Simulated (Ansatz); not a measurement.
Rhombohedral A7 Sb, treated with RPBE in Ansatz (plane waves, PAW).

Run with plane-wave cutoff 520 eV, 16×16×16 k mesh, Fermi–Dirac smearing 0.05 eV, scalar-relativistic PAW data made under PBE.

The cell is scaled about its equilibrium volume:

Shape and atoms are relaxed at each volume.

```tsv
V (Å³/atom)	P (GPa)	c (Å)	a (Å)
32.072	1.01	11.588	4.379
32.740	0.46	11.772	4.390
33.408	0.01	11.972	4.397
34.076	-0.31	12.191	4.401
34.745	-0.53	12.440	4.399
```

Note: for a layered or molecular solid the relaxed cell lies over 5 % above the published volume, where the minimum can be shallow; the cell comes from a level without a dispersion term, which matters for the spacing of layers, chains or molecules; the bulk modulus comes from volumes at which shape and atoms were relaxed.

Ansatz is a program for electronic structure.
